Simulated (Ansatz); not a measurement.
A made-up structure of CH3NSi, closed shell:

```json
{"atom": "C1", "x (Å)": "-0.4326", "y (Å)": "-0.9541", "z (Å)": "-0.1115"}
{"atom": "N2", "x (Å)": "0.7695", "y (Å)": "-0.9590", "z (Å)": "0.3086"}
{"atom": "Si3", "x (Å)": "0.1717", "y (Å)": "0.7131", "z (Å)": "0.0304"}
{"atom": "H4", "x (Å)": "-1.0982", "y (Å)": "-1.7954", "z (Å)": "-0.3091"}
{"atom": "H5", "x (Å)": "0.7044", "y (Å)": "1.4490", "z (Å)": "-1.1323"}
{"atom": "H6", "x (Å)": "1.4953", "y (Å)": "-1.5030", "z (Å)": "0.7750"}
```

It is relaxed with PBE-D4/def2-SVP and then PBE0-D4/def2-TZVP (Ansatz 0.2.0). Atoms count as bonded within 1.22 times the sum of their covalent radii (H–H: 0.88 Å). The end point is not checked to be a true minimum.

Question: Does its bonding change? (A judgement: the text doesn't fix the answer.)

Answer: Computed: No: no bond forms or breaks.

Where it ends: The first stage lowers the energy by 1.15 eV in 9 steps. It ends as CH₃NSi ([CH]1[NH][SiH]1):
```xyz
6
angstrom
C -0.3559 -0.8652 -0.0814
N 0.7923 -0.8681 0.4534
Si 0.0813 0.9671 0.2150
H -0.9114 -1.7428 -0.4151
H 0.6122 1.1328 -1.2169
H 1.3918 -1.6731 0.6061
```

Labels in which every atom is bracketed show which atoms are joined, not bond orders.

For scale, one of the runs: PBE0-D4/def2-TZVP relaxation, 117 basis functions, launched by `ansatz run in.yaml --threads 2 --pin off --events-out ev --progress --plain --max-ram 4352MiB`. The run took about 16 s on 2 CPU threads of an Arm Neoverse V2 (shared host).
